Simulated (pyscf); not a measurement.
A first-order saddle from PySCF, ωB97X-D3(BJ)/def2-SVP:

```xyz
6

Al     0.2323     1.5053    -0.4922
Cl     1.7097     1.5778    -2.0200
N      0.1219    -0.2298     0.2436
H     -1.1130     0.5209    -0.1822
H      0.4674    -1.1551    -0.0432
H     -0.1822    -0.2699     1.2190
```
Charge 0, spin multiplicity 1.

Surface: singlet, charge 0. Lowest wavenumbers (cm⁻¹): 1497i, 155, 300, 496, 586.

Question: Which two sides does it connect, and which bonds change?

Answer: Al–Cl (SMILES [Al][Cl]) [singlet] + NH₃ (SMILES N) <-> H₂N–AlH–Cl (SMILES [NH2][AlH][Cl]), an insertion read from left to right: H–N broken and Al–N, Al–H formed. At CCSD(T)/def2-TZVPP + ΔMP2(QZVPP) it lies +1.40 eV from the left side and +2.97 eV from the right (each side as separated species at their lowest minima found). On the reactant side the descent ends in an adduct with a Al–N contact, 0.60 eV under the separated species and 2.09 eV under the saddle at ωB97X-D3(BJ)/def2-TZVP. What is counted as formed (Al–N) is already present as a longer contact in the reactant adduct; forming that adduct is a step of its own. At ωB97X-D3(BJ) the barrier from the zero used here is 1.50 eV. This is the saddle that the search found; another between the same sides may lie lower. The CCSD(T) − MP2 part came from Ansatz, without density fitting, on the same reference.
